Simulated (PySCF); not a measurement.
**Silicon: a sound run and one with changed settings**

Sound run: Si [Ne] 3s2 3p2, Si⁺ [Ne] 3s2 3p1. Computed with PySCF 2.14 in x2c-SVPall, with the spin-free X2C one-electron Hamiltonian (Gaussian nucleus). The sound run starts from symmetry-adapted Hartree-Fock orbitals and uses a fine grid where one is needed.

Changed run: initial guess minao, at most 50 SCF cycles, level shift 10.0 hartree.

```
species  method  sound run (hartree)  changed run (hartree)  converged
     Si     UHF           -289.34811             -289.34811         no
     Si    MN15           -289.81532             -289.81531         no
     Si     LDA           -288.69861             -288.69861         no
    Si⁺     UHF           -289.06759             -289.06759         no
    Si⁺    MN15           -289.51934             -289.51932         no
    Si⁺     LDA           -288.39738             -288.39734         no
```

A level shift slows the SCF but leaves a converged energy unchanged.
